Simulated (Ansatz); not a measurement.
```yaml
crystal:
  periodic: [true, true, true]
  atoms:
    - {symbol: B, position_ang: [-1.034498, 0.504703, -0.750013]}
    - {symbol: Si, position_ang: [0.593239, 0.017990, 0.343340]}
    - {symbol: O, position_ang: [0.351061, -1.220469, 1.304545]}
    - {symbol: H, position_ang: [-1.839475, -0.000207, -1.082440]}
    - {symbol: H, position_ang: [-1.007508, 1.790916, -1.367365]}
    - {symbol: H, position_ang: [0.824262, 1.113086, 1.215107]}
    - {symbol: H, position_ang: [1.656923, -0.081521, -0.617035]}
    - {symbol: H, position_ang: [0.035188, -2.046600, 0.760712]}
basis:
  gaussian: {orbitals: x2c-TZVPPall}
magnetization: {spin_polarized: true, initial_magnetization: 0}
hamiltonian: {xc: {name: r2SCAN}}
scf: {lower_state_search: full}
```

```sh
$ ansatz run in.yaml --threads 2 --pin off --events-out ev --progress --plain --max-ram 4352MiB
```

Question: How does Ansatz answer? (Best estimate.)

Answer: Ansatz gave: The input was rejected before any iteration.
```
Error: YAML parse error: error: line 2 column 3: crystal: missing field `lattice` (a structure is typed as `lattice` and `atoms`, a molecule's as `atoms` in Å alone, or read from a run's directory, `checkpoint`)
 --> <input>:2:3
1 | crystal:
2 |   periodic: [true, true, true]
3 |   atoms:
4 |     - {symbol: B, position_ang: [-1.034498, 0.504703, -0.750013]}
```
